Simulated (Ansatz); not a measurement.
**HAlGa, doublet: the ladder up to full CI**

Geometry: a point of a stretch scan, not a stationary point.

| atom | x (Å) | y (Å) | z (Å) |
| --- | --- | --- | --- |
| Al | 0.0000 | 0.0000 | 0.2842 |
| Ga | 0.0000 | 0.0000 | -2.3863 |
| H | 0.0000 | 0.0000 | 2.1022 |

Basis 6-31G (Cartesian d functions); Ansatz 0.2.0. Only valence electrons are correlated (noble-gas cores and the filled d shells of p-block atoms frozen), which leaves 7 electrons in 25 orbitals. Prefix R: restricted or restricted open-shell reference; prefix U: unrestricted. Active spaces: pair = (3e, 3o) about the gap; valence = (7e, 9o) chosen from the atoms' valence shells. No spin–orbit coupling is included, and no scalar relativity.

Full CI is exact within this basis and frozen core; it isn't the basis-set limit. The frozen core follows each run's orbitals, which can shift R against U totals by a few meV for light atoms and by up to 0.1 eV past Ca.

For open shells CISD is restricted-active-space CI with the open shells as a complete middle space.

The UHF ⟨S²⟩ is 0.760 and the T1 diagnostic (RCCSD) is 0.0213. The largest doubles amplitude (RCCSD) is 0.085.

```csv
level,E − E(full CI) (mEh),share of correlation (%),wall time
RHF,88.54,0.00,–
RMP2,30.60,65.43,–
CISD,8.10,90.85,0.99 s
RCCSD,3.43,96.13,–
RCCSD(T),1.19,98.66,2.1 s
BCCD(T),1.19,98.66,2.3 s
RCCSDT,0.19,99.79,–
RCCSDT(Q),0.05,99.94,5.5 s
CASSCF (pair space),70.00,20.94,–
NEVPT2 (pair space),26.96,69.55,2.6 s
CASSCF (valence space),20.13,77.27,–
NEVPT2 (valence space),5.85,93.39,3.6 s
MRCISD (valence space),0.53,99.40,–
MRCISD+Q (valence space),0.11,99.88,4.8 s
```

The correlation energy at full CI, counted from RHF, is -2.409 eV. That run took 1.8 min on 1 thread of Arm Neoverse V2, shared host over 7,273,250 determinants.

Run but not shown, since their state or frozen core can't be matched to the reference's or they repeat it: UHF, UMP2, UCCSD, UCCSD(T), UCCSDT, UCCSDT(Q).

Times hold each run's SCF and search for its determinant on a shared host, so for small cases they say little of a method's own cost; they ran on 1 thread of Arm Neoverse V2.

The full-CI state has the irrep B1 of C2v, in the program's axes (one component, if the state is degenerate).

Natural occupations of full CI about the gap: 1.947 1.940 1.877 0.977 0.082 0.051 0.047 0.026 0.023 0.007; effectively unpaired electrons, Σ n²(2−n)², 1.12.
